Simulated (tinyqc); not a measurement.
Inside a calculation. Method: CIS on RHF in the sto-3g basis, for LiH, spin multiplicity 1. Computed by tinyqc, a small Python program that keeps every step (integrals from PySCF). Settings: charge = 0, multiplicity = 1, basis = sto-3g, method = RHF, energy threshold = 1e-10, iteration cap = 79, orthogonalisation = symmetric, start = atomic densities, DIIS depth = 6. Command: `OMP_NUM_THREADS=1 python tinyqc.py 27144 27145 out.jsonl` (the two numbers bound the seeds that draw the settings). One thread of a shared host (Intel(R) Xeon(R) Processor @ 2.60GHz), about 0.08 s of CPU time with the checks. The early iterations of the SCF are left out here.

## One-electron integrals

Geometry (angstrom):
```
atom,x,y,z
Li,0.000000,0.000000,0.000000
H,0.000000,0.000000,1.403000
```

Basis sto-3g: exponents (1/bohr^2) and contraction coefficients of normalised primitives:
```
element,l (shell),exponent,coefficient
Li,s (1),16.119575,0.154329
Li,s (1),2.936201,0.535328
Li,s (1),0.794651,0.444635
Li,s (2),0.636290,-0.099967
Li,s (2),0.147860,0.399513
Li,s (2),0.048089,0.700115
Li,p (3),0.636290,0.155916
Li,p (3),0.147860,0.607684
Li,p (3),0.048089,0.391957
H,s (1),3.425251,0.154329
H,s (1),0.623914,0.535328
H,s (1),0.168855,0.444635
```

Overlap, kinetic and nuclear-attraction integrals over the contracted functions; the nuclear repulsion is the sum of Za Zb / Rab.

nuclear repulsion = 1.13152647 hartree

overlap S:
```
,1Li 1s,1Li 2s,1Li 2px,1Li 2py,1Li 2pz,2H 1s
1Li 1s,1.000000,0.241137,0.000000,0.000000,0.000000,0.100922
1Li 2s,0.241137,1.000000,0.000000,0.000000,0.000000,0.444345
1Li 2px,0.000000,0.000000,1.000000,0.000000,0.000000,0.000000
1Li 2py,0.000000,0.000000,0.000000,1.000000,0.000000,0.000000
1Li 2pz,0.000000,0.000000,0.000000,0.000000,1.000000,0.543513
2H 1s,0.100922,0.444345,0.000000,0.000000,0.543513,1.000000
```

kinetic energy T (hartree):
```
,1Li 1s,1Li 2s,1Li 2px,1Li 2py,1Li 2pz,2H 1s
1Li 1s,3.576786,-0.020237,0.000000,0.000000,0.000000,-0.017359
1Li 2s,-0.020237,0.102163,0.000000,0.000000,0.000000,0.055884
1Li 2px,0.000000,0.000000,0.319682,0.000000,0.000000,0.000000
1Li 2py,0.000000,0.000000,0.000000,0.319682,0.000000,0.000000
1Li 2pz,0.000000,0.000000,0.000000,0.000000,0.319682,0.160606
2H 1s,-0.017359,0.055884,0.000000,0.000000,0.160606,0.760032
```

nuclear attraction V (hartree):
```
,1Li 1s,1Li 2s,1Li 2px,1Li 2py,1Li 2pz,2H 1s
1Li 1s,-8.360057,-1.055261,0.000000,0.000000,-0.020889,-0.446461
1Li 2s,-1.055261,-1.520045,0.000000,0.000000,-0.132113,-0.878543
1Li 2px,0.000000,0.000000,-1.474654,0.000000,0.000000,0.000000
1Li 2py,0.000000,0.000000,0.000000,-1.474654,0.000000,0.000000
1Li 2pz,-0.020889,-0.132113,0.000000,0.000000,-1.580508,-1.092967
2H 1s,-0.446461,-0.878543,0.000000,0.000000,-1.092967,-2.351232
```

core Hamiltonian H = T + V (hartree):
```
,1Li 1s,1Li 2s,1Li 2px,1Li 2py,1Li 2pz,2H 1s
1Li 1s,-4.783270,-1.075499,0.000000,0.000000,-0.020889,-0.463821
1Li 2s,-1.075499,-1.417882,0.000000,0.000000,-0.132113,-0.822659
1Li 2px,0.000000,0.000000,-1.154973,0.000000,0.000000,0.000000
1Li 2py,0.000000,0.000000,0.000000,-1.154973,0.000000,0.000000
1Li 2pz,-0.020889,-0.132113,0.000000,0.000000,-1.260826,-0.932360
2H 1s,-0.463821,-0.822659,0.000000,0.000000,-0.932360,-1.591200
```

## Two-electron integrals

Functions are numbered as in S; the eight-fold symmetry (ij|kl) = (ji|kl) = (kl|ij) leaves the list below.

Two-electron integrals (ij|kl) in chemists' order, unique and non-zero (hartree):
```
i,j,k,l,(ij|kl)
1,1,1,1,1.680395
2,1,1,1,0.265420
2,1,2,1,0.049941
2,2,1,1,0.397727
2,2,2,1,0.092860
2,2,2,2,0.290562
3,1,3,1,0.008981
3,2,3,1,0.013788
3,2,3,2,0.064184
3,3,1,1,0.396640
3,3,2,1,0.092880
3,3,2,2,0.290497
3,3,3,3,0.312946
4,1,4,1,0.008981
4,2,4,1,0.013788
4,2,4,2,0.064184
4,3,4,3,0.016869
4,4,1,1,0.396640
4,4,2,1,0.092880
4,4,2,2,0.290497
4,4,3,3,0.279207
4,4,4,4,0.312946
5,1,5,1,0.008981
5,2,5,1,0.013788
5,2,5,2,0.064184
5,3,5,3,0.016869
5,4,5,4,0.016869
5,5,1,1,0.396640
5,5,2,1,0.092880
5,5,2,2,0.290497
5,5,3,3,0.279207
5,5,4,4,0.279207
5,5,5,5,0.312946
6,1,1,1,0.109157
6,1,2,1,0.020597
6,1,2,2,0.038725
6,1,3,3,0.038270
6,1,4,4,0.038270
6,1,5,1,0.002438
6,1,5,2,0.004592
6,1,5,5,0.039655
6,1,6,1,0.009283
6,2,1,1,0.183962
6,2,2,1,0.043113
6,2,2,2,0.134942
6,2,3,3,0.128950
6,2,4,4,0.128950
6,2,5,1,0.007076
6,2,5,2,0.037161
6,2,5,5,0.146791
6,2,6,1,0.020941
6,2,6,2,0.094249
6,3,3,1,0.004124
6,3,3,2,0.017285
6,3,5,3,0.006268
6,3,6,3,0.008236
6,4,4,1,0.004124
6,4,4,2,0.017285
6,4,5,4,0.006268
6,4,6,4,0.008236
6,5,1,1,0.208751
6,5,2,1,0.049581
6,5,2,2,0.161575
6,5,3,3,0.151190
6,5,4,4,0.151190
6,5,5,1,0.011125
6,5,5,2,0.056839
6,5,5,5,0.182141
6,5,6,1,0.025446
6,5,6,2,0.125361
6,5,6,5,0.170761
6,6,1,1,0.373972
6,6,2,1,0.089334
6,6,2,2,0.299608
6,6,3,3,0.274844
6,6,4,4,0.274844
6,6,5,1,0.018822
6,6,5,2,0.110669
6,6,5,5,0.348552
6,6,6,1,0.046221
6,6,6,2,0.253100
6,6,6,5,0.352352
6,6,6,6,0.774606
```

## Orthogonalisation

S = U s U^T; symmetric (Loewdin) form X = U s^(-1/2) U^T, so that X^T S X = 1.

eigenvalues of S: 0.295853  0.796192  1.000000  1.000000  1.160031  1.747924

X:
```
,1Li 1s,1Li 2s,1Li 2px,1Li 2py,1Li 2pz,2H 1s
1Li 1s,1.023018,-0.122932,0.000000,0.000000,0.002762,-0.011683
1Li 2s,-0.122932,1.142125,0.000000,0.000000,0.146316,-0.336024
1Li 2px,0.000000,0.000000,1.000000,0.000000,0.000000,0.000000
1Li 2py,0.000000,0.000000,0.000000,1.000000,0.000000,0.000000
1Li 2pz,0.002762,0.146316,0.000000,0.000000,1.179382,-0.412517
2H 1s,-0.011683,-0.336024,0.000000,0.000000,-0.412517,1.299515
```

## Iteration 7 (converged): orbitals

converged F (hartree):
```
,1Li 1s,1Li 2s,1Li 2px,1Li 2py,1Li 2pz,2H 1s
1Li 1s,-2.343153,-0.640373,0.000000,0.000000,0.012397,-0.273961
1Li 2s,-0.640373,-0.235267,0.000000,0.000000,-0.119221,-0.301770
1Li 2px,0.000000,0.000000,0.163293,0.000000,0.000000,0.000000
1Li 2py,0.000000,0.000000,0.000000,0.163293,0.000000,0.000000
1Li 2pz,0.012397,-0.119221,0.000000,0.000000,-0.020075,-0.246538
2H 1s,-0.273961,-0.301770,0.000000,0.000000,-0.246538,-0.194018
```

Diagonalise F' = X^T F X, C = X C', fill 2 alpha and 2 beta electrons from the bottom; D = 2 C_occ C_occ^T. Each column has its largest component positive (the first on a tie).

F' = X^T F X (hartree):
```
,1,2,3,4,5,6
1,-2.288929,-0.341342,0.000000,0.000000,0.037683,-0.089996
2,-0.341342,0.008125,0.000000,0.000000,0.031643,-0.302732
3,0.000000,0.000000,0.163293,0.000000,0.000000,0.000000
4,0.000000,0.000000,0.000000,0.163293,0.000000,0.000000
5,0.037683,0.031643,0.000000,0.000000,0.169365,-0.339951
6,-0.089996,-0.302732,0.000000,0.000000,-0.339951,0.140283
```

orbital energies (hartree): MO1 -2.345979, MO2 -0.300983, MO3 0.079489, MO4 0.163293, MO5 0.163293, MO6 0.596317

coefficients C:
```
,MO1,MO2,MO3,MO4,MO5,MO6
1Li 1s,0.990862,-0.183699,-0.207043,0.000000,0.000000,0.058331
1Li 2s,0.030910,0.436359,0.804386,0.000000,0.000000,-0.784527
1Li 2px,0.000000,0.000000,0.000000,0.343652,0.939097,0.000000
1Li 2py,0.000000,0.000000,0.000000,0.939097,-0.343652,0.000000
1Li 2pz,-0.008327,0.353032,-0.612079,0.000000,0.000000,-1.040763
2H 1s,0.010470,0.540916,-0.129516,0.000000,0.000000,1.289373
```

D after iteration 7:
```
,1Li 1s,1Li 2s,1Li 2px,1Li 2py,1Li 2pz,2H 1s
1Li 1s,2.031107,-0.099062,0.000000,0.000000,-0.146205,-0.177983
1Li 2s,-0.099062,0.382728,0.000000,0.000000,0.307582,0.472714
1Li 2px,0.000000,0.000000,0.000000,0.000000,0.000000,0.000000
1Li 2py,0.000000,0.000000,0.000000,0.000000,0.000000,0.000000
1Li 2pz,-0.146205,0.307582,0.000000,0.000000,0.249402,0.381747
2H 1s,-0.177983,0.472714,0.000000,0.000000,0.381747,0.585399
```

Within a degenerate level the vectors are fixed only up to a rotation; this is one choice.

## Convergence

Stop when the energy changes by less than 1e-10 hartree and every element of the error matrix X^T (F D S - S D F) X is below 3e-06.

Course of the cycle:
```
iteration,E (hartree),change,largest element of the error matrix
1,-7.68115880,-,2.35e-01
2,-7.85291734,-1.72e-01,7.30e-02
3,-7.85963374,-6.72e-03,1.82e-02
4,-7.86053176,-8.98e-04,5.43e-03
5,-7.86069860,-1.67e-04,2.31e-04
6,-7.86069875,-1.52e-07,5.13e-06
7,-7.86069875,-4.15e-11,3.01e-07
```

PySCF RHF in the same basis = -7.86069875 hartree

Converged in 7 iterations.

## Integrals over molecular orbitals

(pq|rs) = sum C_ip C_jq C_kr C_ls (ij|kl), one index at a time.

one-electron integrals over orbitals h = C^T H C (hartree):
```
,1,2,3,4,5,6
1,-4.773330,0.114552,0.169326,0.000000,0.000000,-0.014157
2,0.114552,-1.571933,0.038129,0.000000,0.000000,-0.118113
3,0.169326,0.038129,-1.139771,0.000000,0.000000,0.033977
4,0.000000,0.000000,0.000000,-1.154973,0.000000,0.000000
5,0.000000,0.000000,0.000000,0.000000,-1.154973,0.000000
6,-0.014157,-0.118113,0.033977,0.000000,0.000000,-0.917904
```

Two-electron integrals over orbitals (pq|rs), unique and non-zero (hartree):
```
p,q,r,s,(pq|rs)
1,1,1,1,1.657490
2,1,1,1,-0.123001
2,1,2,1,0.016443
2,2,1,1,0.393152
2,2,2,1,0.008449
2,2,2,2,0.501090
3,1,1,1,-0.136505
3,1,2,1,0.011932
3,1,2,2,-0.018429
3,1,3,1,0.021324
3,2,1,1,0.009612
3,2,2,1,-0.004037
3,2,2,2,-0.045420
3,2,3,1,0.000288
3,2,3,2,0.011381
3,3,1,1,0.396122
3,3,2,1,-0.012390
3,3,2,2,0.229861
3,3,3,1,0.002182
3,3,3,2,0.004866
3,3,3,3,0.339469
4,1,4,1,0.009822
4,2,4,1,0.007677
4,2,4,2,0.024560
4,3,4,1,0.010234
4,3,4,2,0.019184
4,3,4,3,0.041393
4,4,1,1,0.396292
4,4,2,1,-0.004850
4,4,2,2,0.280032
4,4,3,1,-0.004894
4,4,3,2,0.003822
4,4,3,3,0.282396
4,4,4,4,0.312946
5,1,5,1,0.009822
5,2,5,1,0.007677
5,2,5,2,0.024560
5,3,5,1,0.010234
5,3,5,2,0.019184
5,3,5,3,0.041393
5,4,5,4,0.016869
5,5,1,1,0.396292
5,5,2,1,-0.004850
5,5,2,2,0.280032
5,5,3,1,-0.004894
5,5,3,2,0.003822
5,5,3,3,0.282396
5,5,4,4,0.279207
5,5,5,5,0.312946
6,1,1,1,0.030667
6,1,2,1,-0.006852
6,1,2,2,-0.004767
6,1,3,1,0.000107
6,1,3,2,0.000653
6,1,3,3,0.008464
6,1,4,4,-0.000298
6,1,5,5,-0.000298
6,1,6,1,0.005738
6,2,1,1,-0.013378
6,2,2,1,0.006977
6,2,2,2,0.138016
6,2,3,1,-0.002304
6,2,3,2,-0.032564
6,2,3,3,-0.005970
6,2,4,4,-0.005169
6,2,5,5,-0.005169
6,2,6,1,0.001052
6,2,6,2,0.122271
6,3,1,1,0.017442
6,3,2,1,-0.005021
6,3,2,2,-0.050658
6,3,3,1,0.004615
6,3,3,2,0.007615
6,3,3,3,0.036146
6,3,4,4,0.000697
6,3,5,5,0.000697
6,3,6,1,0.003908
6,3,6,2,-0.030411
6,3,6,3,0.026307
6,4,4,1,-0.005791
6,4,4,2,-0.019317
6,4,4,3,-0.013905
6,4,6,4,0.019067
6,5,5,1,-0.005791
6,5,5,2,-0.019317
6,5,5,3,-0.013905
6,5,6,5,0.019067
6,6,1,1,0.361308
6,6,2,1,0.005686
6,6,2,2,0.459807
6,6,3,1,-0.011471
6,6,3,2,-0.040997
6,6,3,3,0.242446
6,6,4,4,0.270108
6,6,5,5,0.270108
6,6,6,1,-0.000857
6,6,6,2,0.145917
6,6,6,3,-0.042985
6,6,6,6,0.456950
```

## CIS matrix, singlets

A(ia,jb) = (e_a - e_i) d_ij d_ab + 2 (ia|jb) - (ij|ab).

CIS matrix A, singlet (hartree):
```
,1>3,1>4,1>5,1>6,2>3,2>4,2>5,2>6
1>3,2.071995,0.000000,0.000000,-0.017227,0.012966,0.000000,0.000000,0.000414
1>4,0.000000,2.132624,0.000000,0.000000,0.000000,0.020204,0.000000,0.000000
1>5,0.000000,0.000000,2.132624,0.000000,0.000000,0.000000,0.020204,0.000000
1>6,-0.017227,0.000000,0.000000,2.592465,0.006328,0.000000,0.000000,-0.003582
2>3,0.012966,0.000000,0.000000,0.006328,0.173373,0.000000,0.000000,-0.014469
2>4,0.000000,0.020204,0.000000,0.000000,0.000000,0.233363,0.000000,0.000000
2>5,0.000000,0.000000,0.020204,0.000000,0.000000,0.000000,0.233363,0.000000
2>6,0.000414,0.000000,0.000000,-0.003582,-0.014469,0.000000,0.000000,0.682034
```

## CIS singlet states

dipole integrals <i|r|a> (bohr):
```
,x,y,z
1>3,0.000000,0.000000,-0.149190
1>4,0.070676,0.193136,0.000000
1>5,0.193136,-0.070676,0.000000
1>6,0.000000,0.000000,-0.095167
2>3,0.000000,0.000000,-0.332315
2>4,0.332610,0.908925,0.000000
2>5,0.908925,-0.332610,0.000000
2>6,0.000000,0.000000,0.527798
```

Diagonalise A (1 hartree = 27.211386 eV); each vector has its largest component positive (the first on a tie). The transition dipole is mu = sqrt2 sum c_ia <i|r|a>.

singlet excitation energies (eV): 4.703661  6.344289  6.344289  18.570080  56.368847  58.037515  58.037515  70.560634

lowest vectors:
```
,state 1,state 2,state 3,state 4,state 5,state 6
1>3,-0.006854,0.000000,0.000000,-0.000009,0.999432,0.000000
1>4,0.000000,0.001222,-0.010565,0.000000,0.000000,-0.559484
1>5,0.000000,-0.010565,-0.001222,0.000000,0.000000,0.828773
1>6,-0.002621,0.000000,0.000000,0.001969,0.032967,0.000000
2>3,0.999570,0.000000,0.000000,-0.028387,0.006936,0.000000
2>4,0.000000,-0.114893,0.993321,0.000000,0.000000,-0.005951
2>5,0.000000,0.993321,0.114893,0.000000,0.000000,0.008815
2>6,0.028391,0.000000,0.000000,0.999595,0.000141,0.000000
```

oscillator strengths 2/3 w |mu|^2: 0.023002  0.289862  0.289862  0.262228  0.065907  0.132610

Within a degenerate level the vectors are fixed only up to a rotation; this is one choice.

## CIS matrix, triplets

A(ia,jb) = (e_a - e_i) d_ij d_ab - (ij|ab).

CIS matrix A, triplet (hartree):
```
,1>3,1>4,1>5,1>6,2>3,2>4,2>5,2>6
1>3,2.029347,0.000000,0.000000,-0.017442,0.012390,0.000000,0.000000,0.005021
1>4,0.000000,2.112981,0.000000,0.000000,0.000000,0.004850,0.000000,0.000000
1>5,0.000000,0.000000,2.112981,0.000000,0.000000,0.000000,0.004850,0.000000
1>6,-0.017442,0.000000,0.000000,2.580989,0.005021,0.000000,0.000000,-0.005686
2>3,0.012390,0.000000,0.000000,0.005021,0.150610,0.000000,0.000000,0.050658
2>4,0.000000,0.004850,0.000000,0.000000,0.000000,0.184244,0.000000,0.000000
2>5,0.000000,0.000000,0.004850,0.000000,0.000000,0.000000,0.184244,0.000000
2>6,0.005021,0.000000,0.000000,-0.005686,0.050658,0.000000,0.000000,0.437492
```

## CIS triplet states

Diagonalise A (1 hartree = 27.211386 eV); each vector has its largest component positive (the first on a tie).

triplet excitation energies (eV): 3.859778  5.013194  5.013194  12.139893  55.209079  57.497482  57.497482  70.247932

lowest vectors:
```
,state 1,state 2,state 3,state 4,state 5,state 6
1>3,-0.006044,0.000000,0.000000,-0.004423,0.999474,0.000000
1>4,0.000000,-0.002190,-0.001236,0.000000,0.000000,0.189947
1>5,0.000000,0.001236,-0.002190,0.000000,0.000000,0.981791
1>6,-0.002466,0.000000,0.000000,0.002192,0.031547,0.000000
2>3,0.985624,0.000000,0.000000,0.168808,0.006765,0.000000
2>4,0.000000,0.870872,0.491503,0.000000,0.000000,0.000478
2>5,0.000000,-0.491503,0.870872,0.000000,0.000000,0.002469
2>6,-0.168828,0.000000,0.000000,0.985637,0.003256,0.000000
```

Within a degenerate level the vectors are fixed only up to a rotation; this is one choice.
